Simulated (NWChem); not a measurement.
System: CHO, doublet; SMILES [CH]=O

Input file for NWChem:

```
start job
memory heap 200 mb stack 900 mb global 1100 mb
geometry units angstroms noautoz
  C      0.151967     0.570635     0.000000
  O     -0.013773    -0.603453     0.000000
  H     -0.701625     1.340345     0.000000
end
basis spherical
  C library 6-311++g**
  O library 6-311++g**
  H library 6-311++g**
end
dft
  odft
  mult 2
  xc pbe0
  iterations 150
  mulliken
end
task dft gradient
```

NWChem printed, in part:

```
             Northwest Computational Chemistry Package (NWChem) 7.3.0
             --------------------------------------------------------

 CS  symmetry detected

                             Geometry "geometry" -> ""
                             -------------------------

 Output coordinates in angstroms (scale by  1.889725989 to convert to a.u.)

  No.       Tag          Charge          X              Y              Z
 ---- ---------------- ---------- -------------- -------------- --------------
    1 C                    6.0000     0.13075400     0.57834846     0.00000000
    2 O                    8.0000    -0.00531778    -0.59954664     0.00000000
    3 H                    1.0000    -0.74198176     1.32628234     0.00000000

 Effective nuclear repulsion energy (a.u.)      26.2374210055

      Symmetry information
      --------------------

 Group name             Cs
 Group number              2
 Group order               2
 No. of unique centers     3

                                 NWChem DFT Module
                                 -----------------

 Summary of "ao basis" -> "ao basis" (spherical)
 ------------------------------------------------------------------------------
       Tag                 Description            Shells   Functions and Types
 ---------------- ------------------------------  ------  ---------------------
 C                         6-311++g**               10       22   5s4p1d
 O                         6-311++g**               10       22   5s4p1d
 H                         6-311++g**                5        7   4s1p

      Symmetry analysis of basis
      --------------------------

        a'         38
        a"         13

            General Information
            -------------------
          SCF calculation type: DFT
          Wavefunction type:  spin polarized.
          No. of atoms     :     3
          No. of electrons :    15
           Alpha electrons :     8
            Beta electrons :     7
          Charge           :     0
          Spin multiplicity:     2
          Use of symmetry is: on ; symmetry adaption is: on
          Maximum number of iterations: 150
          AO basis - number of functions:    51
                     number of shells:    25
          Convergence on energy requested:  1.00D-06
          Convergence on density requested:  1.00D-05
          Convergence on gradient requested:  5.00D-04

              XC Information
              --------------
                         PBE0 Method XC Functional
                     Hartree-Fock (Exact) Exchange  0.250
          PerdewBurkeErnzerhof Exchange Functional  0.750
            Perdew 1991 LDA Correlation Functional  1.000 local
           PerdewBurkeErnz. Correlation Functional  1.000 non-local

             Grid Information
             ----------------
          Grid used for XC integration:  medium
          Radial quadrature: Mura-Knowles
          Angular quadrature: Lebedev.
          Tag              B.-S. Rad. Rad. Pts. Rad. Cut. Ang. Pts.
          ---              ---------- --------- --------- ---------
          C                   0.70       49          10.0       434
          O                   0.60       49          10.0       434
          H                   0.35       45          10.0       434
          Grid pruning is: on
          Number of quadrature shells:   143
          Spatial weights used:  Erf1

      Superposition of Atomic Density Guess
      -------------------------------------

 Sum of atomic energies:        -112.94672175

      Non-variational initial energy
      ------------------------------

 Total energy =    -113.403742
 1-e energy   =    -205.583807
 2-e energy   =      65.942644
 HOMO         =      -0.127439
 LUMO         =      -0.017188

   Symmetry analysis of molecular orbitals - initial alpha
   -------------------------------------------------------

  Numbering of irreducible representations:

     1 a'          2 a"

  Orbital symmetries:

     1 a'          2 a'          3 a'          4 a'          5 a'
     6 a"          7 a'          8 a'          9 a"         10 a'
    11 a'         12 a'         13 a"         14 a'         15 a'
    16 a'         17 a"         18 a'

   Symmetry analysis of molecular orbitals - initial beta
   ------------------------------------------------------

  Numbering of irreducible representations:

     1 a'          2 a"

  Orbital symmetries:

     1 a'          2 a'          3 a'          4 a'          5 a'
     6 a"          7 a'          8 a'          9 a"         10 a'
    11 a'         12 a'         13 a"         14 a'         15 a'
    16 a'         17 a"         18 a'

     ---------------------------------------------
      Total Density - Mulliken Population Analysis
     ---------------------------------------------

    Atom       Charge   Shell Charges
 -----------   ------   -------------------------------------------------------
    1 C    6     5.69   1.10  0.89  0.41  0.85  1.02  0.69  0.53  0.06  0.05  0.09
    2 O    8     8.46   1.08  0.91  0.98  1.06  2.19  0.80  1.47 -0.06  0.01  0.01
    3 H    1     0.85   0.21  0.45  0.16  0.01  0.02

     --------------------------------------------
      Spin Density - Mulliken Population Analysis
     --------------------------------------------

    Atom       Charge   Shell Charges
 -----------   ------   -------------------------------------------------------
    1 C    6     0.68   0.00 -0.00  0.08  0.05  0.19  0.10  0.19  0.05  0.02  0.01
    2 O    8     0.15   0.00 -0.00  0.05  0.00  0.10 -0.00  0.03 -0.00 -0.02  0.00
    3 H    1     0.17   0.04  0.08  0.04 -0.00  0.00

   convergence    iter        energy       DeltaE   RMS-Dens  Diis-err
 ---------------- ----- ----------------- --------- --------- ---------
 d= 0,ls=0.0,diis     1   -113.6807423085 -1.40D+02  1.10D-02  1.62D-01
                                                     9.25D-03  1.61D-01
 d= 0,ls=0.0,diis     2   -113.4233297396  2.57D-01  6.96D-03  8.64D-01
                                                     6.43D-03  8.47D-01
 d= 0,ls=0.0,diis     3   -113.7558123771 -3.32D-01  9.39D-04  4.94D-03
                                                     7.44D-04  5.10D-03
 d= 0,ls=0.0,diis     4   -113.7573669405 -1.55D-03  7.70D-04  7.99D-04
                                                     1.97D-04  5.70D-04
 d= 0,ls=0.0,diis     5   -113.7576736084 -3.07D-04  8.01D-05  1.57D-05
                                                     7.24D-05  2.45D-05
  Resetting Diis
 d= 0,ls=0.0,diis     6   -113.7576878078 -1.42D-05  6.21D-05  1.39D-06
                                                     2.05D-05  4.75D-07
 d= 0,ls=0.0,diis     7   -113.7576892882 -1.48D-06  9.80D-06  1.02D-07
                                                     6.78D-06  7.69D-08
 d= 0,ls=0.0,diis     8   -113.7576895032 -2.15D-07  5.74D-06  4.52D-08
                                                     4.55D-06  2.15D-08

         Total DFT energy =     -113.757689503225
      One electron energy =     -206.546149861180
           Coulomb energy =       80.688537781385
    Exchange-Corr. energy =      -14.137498428926
 Nuclear repulsion energy =       26.237421005496

 Numeric. integr. density =       14.999999316634

                  Occupations of the irreducible representations
                  ----------------------------------------------

                     irrep           alpha         beta
                     --------     --------     --------
                     a'                7.0          6.0
                     a"                1.0          1.0

                    DFT Final Alpha Molecular Orbital Analysis
                    ------------------------------------------

 Vector    6  Occ=1.000000D+00  E=-4.627398D-01  Symmetry=a'
              MO Center=  2.0D-01, -7.7D-02, -3.0D-15, r^2= 1.2D+00
   Bfn.  Coefficient  Atom+Function         Bfn.  Coefficient  Atom+Function
  ----- ------------  ---------------      ----- ------------  ---------------
    29      0.280178  2 O  px                33      0.220125  2 O  px
    30     -0.216228  2 O  py                 7      0.189768  1 C  px
    25      0.186583  2 O  px                 8      0.185584  1 C  py
    10      0.170668  1 C  s                 26     -0.151055  2 O  py
    34     -0.139991  2 O  py                 4      0.122609  1 C  py

 Vector    7  Occ=1.000000D+00  E=-4.551323D-01  Symmetry=a"
              MO Center=  3.3D-02, -2.4D-01,  4.6D-15, r^2= 9.0D-01
   Bfn.  Coefficient  Atom+Function         Bfn.  Coefficient  Atom+Function
  ----- ------------  ---------------      ----- ------------  ---------------
    31      0.370713  2 O  pz                35      0.292441  2 O  pz
     9      0.244895  1 C  pz                27      0.245887  2 O  pz
     5      0.150624  1 C  pz                13      0.141470  1 C  pz
    19     -0.045242  1 C  d -1

 Vector    8  Occ=1.000000D+00  E=-2.421252D-01  Symmetry=a'
              MO Center=  1.2D-01,  4.4D-01, -5.3D-16, r^2= 1.7D+00
   Bfn.  Coefficient  Atom+Function         Bfn.  Coefficient  Atom+Function
  ----- ------------  ---------------      ----- ------------  ---------------
    10      0.399139  1 C  s                 33     -0.299629  2 O  px
    29     -0.293662  2 O  px                 7      0.280359  1 C  px
    47     -0.272069  3 H  s                 11      0.258118  1 C  px
    46     -0.249043  3 H  s                 25     -0.198012  2 O  px
     6      0.193648  1 C  s                 14      0.189611  1 C  s

 Vector    9  Occ=0.000000D+00  E=-5.732830D-02  Symmetry=a"
              MO Center=  9.6D-02,  4.0D-01, -4.1D-15, r^2= 2.0D+00
   Bfn.  Coefficient  Atom+Function         Bfn.  Coefficient  Atom+Function
  ----- ------------  ---------------      ----- ------------  ---------------
    13      0.536397  1 C  pz                 9      0.352287  1 C  pz
    35     -0.329934  2 O  pz                17      0.304723  1 C  pz
    31     -0.278346  2 O  pz                39     -0.278212  2 O  pz
     5      0.218126  1 C  pz                27     -0.186162  2 O  pz
    19      0.033615  1 C  d -1              51      0.031061  3 H  pz

 Vector   10  Occ=0.000000D+00  E= 4.432888D-03  Symmetry=a'
              MO Center= -1.2D+00,  1.9D+00,  1.9D-14, r^2= 7.8D+00
   Bfn.  Coefficient  Atom+Function         Bfn.  Coefficient  Atom+Function
  ----- ------------  ---------------      ----- ------------  ---------------
    48      2.811900  3 H  s                 14     -1.952197  1 C  s
    15      0.653251  1 C  px                16     -0.431983  1 C  py
    10     -0.285711  1 C  s                 47      0.266984  3 H  s
    37     -0.151822  2 O  px                11      0.147942  1 C  px
     6     -0.144342  1 C  s                  7      0.086331  1 C  px

 Vector   11  Occ=0.000000D+00  E= 4.841366D-02  Symmetry=a'
              MO Center= -3.7D-02, -1.0D-01,  8.7D-15, r^2= 9.6D+00
   Bfn.  Coefficient  Atom+Function         Bfn.  Coefficient  Atom+Function
  ----- ------------  ---------------      ----- ------------  ---------------
    14      2.376952  1 C  s                 36     -1.958503  2 O  s
    16     -1.238312  1 C  py                48     -0.689262  3 H  s
    10      0.655879  1 C  s                 12     -0.337795  1 C  py
    15     -0.310163  1 C  px                38     -0.286855  2 O  py
    32     -0.222932  2 O  s                 28     -0.155294  2 O  s

                     DFT Final Beta Molecular Orbital Analysis
                     -----------------------------------------

 Vector    5  Occ=1.000000D+00  E=-4.996471D-01  Symmetry=a'
              MO Center= -1.5D-01, -1.6D-01,  1.6D-14, r^2= 1.3D+00
   Bfn.  Coefficient  Atom+Function         Bfn.  Coefficient  Atom+Function
  ----- ------------  ---------------      ----- ------------  ---------------
    30      0.293169  2 O  py                32     -0.270754  2 O  s
     8     -0.234088  1 C  py                26      0.206412  2 O  py
    34      0.177830  2 O  py                28     -0.175724  2 O  s
     4     -0.160484  1 C  py                46     -0.150993  3 H  s
    29      0.137964  2 O  px                 7      0.110277  1 C  px

 Vector    6  Occ=1.000000D+00  E=-4.474691D-01  Symmetry=a"
              MO Center=  2.8D-02, -2.6D-01, -1.7D-14, r^2= 8.8D-01
   Bfn.  Coefficient  Atom+Function         Bfn.  Coefficient  Atom+Function
  ----- ------------  ---------------      ----- ------------  ---------------
    31      0.373839  2 O  pz                35      0.300848  2 O  pz
    27      0.248501  2 O  pz                 9      0.233865  1 C  pz
     5      0.145189  1 C  pz                13      0.134096  1 C  pz
    19     -0.048641  1 C  d -1

 Vector    7  Occ=1.000000D+00  E=-4.057809D-01  Symmetry=a'
              MO Center=  1.7D-01, -1.2D-01, -2.3D-15, r^2= 1.1D+00
   Bfn.  Coefficient  Atom+Function         Bfn.  Coefficient  Atom+Function
  ----- ------------  ---------------      ----- ------------  ---------------
    29      0.329055  2 O  px                33      0.282551  2 O  px
    25      0.220873  2 O  px                10      0.182706  1 C  s
     7      0.174945  1 C  px                 6      0.141827  1 C  s
    30     -0.140092  2 O  py                 8      0.119197  1 C  py
     3      0.114108  1 C  px                11      0.106678  1 C  px

 Vector    8  Occ=0.000000D+00  E=-7.958630D-02  Symmetry=a'
              MO Center=  1.8D-01,  6.0D-01,  2.6D-15, r^2= 2.1D+00
   Bfn.  Coefficient  Atom+Function         Bfn.  Coefficient  Atom+Function
  ----- ------------  ---------------      ----- ------------  ---------------
    14      0.543791  1 C  s                 10      0.471362  1 C  s
    47     -0.420678  3 H  s                 48     -0.296503  3 H  s
    33     -0.276131  2 O  px                11      0.253069  1 C  px
    29     -0.253821  2 O  px                 7      0.238810  1 C  px
    46     -0.237639  3 H  s                  6      0.177360  1 C  s

 Vector    9  Occ=0.000000D+00  E=-3.962485D-02  Symmetry=a"
              MO Center=  9.1D-02,  4.3D-01,  4.4D-14, r^2= 2.1D+00
   Bfn.  Coefficient  Atom+Function         Bfn.  Coefficient  Atom+Function
  ----- ------------  ---------------      ----- ------------  ---------------
    13      0.537132  1 C  pz                 9      0.343925  1 C  pz
    17      0.343894  1 C  pz                35     -0.321777  2 O  pz
    39     -0.290468  2 O  pz                31     -0.271088  2 O  pz
     5      0.216484  1 C  pz                27     -0.180592  2 O  pz
    51      0.031282  3 H  pz                19      0.027562  1 C  d -1

 Vector   10  Occ=0.000000D+00  E= 1.553310D-02  Symmetry=a'
              MO Center= -1.2D+00,  1.8D+00, -4.5D-14, r^2= 8.4D+00
   Bfn.  Coefficient  Atom+Function         Bfn.  Coefficient  Atom+Function
  ----- ------------  ---------------      ----- ------------  ---------------
    48      2.793570  3 H  s                 14     -1.803491  1 C  s
    15      0.618575  1 C  px                16     -0.465553  1 C  py
    10     -0.230968  1 C  s                 37     -0.146115  2 O  px
     6     -0.139727  1 C  s                 47      0.127052  3 H  s
    11      0.093898  1 C  px                38      0.083701  2 O  py

     ---------------------------------------------
      Total Density - Mulliken Population Analysis
     ---------------------------------------------

[...]

                         DFT ENERGY GRADIENTS

    atom               coordinates                        gradient
                 x          y          z           x          y          z
   1 C       0.247089   1.092920   0.000000    0.013073   0.021502   0.000000
   2 O      -0.010049  -1.132979   0.000000   -0.003648  -0.029206   0.000000
   3 H      -1.402142   2.506310   0.000000   -0.009424   0.007705   0.000000
```

Level: PBE0/6-311++G** (spherical d), spin-unrestricted. In the optimisation the excess spin sits in a' (Cs, its own frame). Coordinates come from a PBE-D3(BJ)/def2-SVP, spin-unrestricted optimisation. No stability test was run on the SCF state.
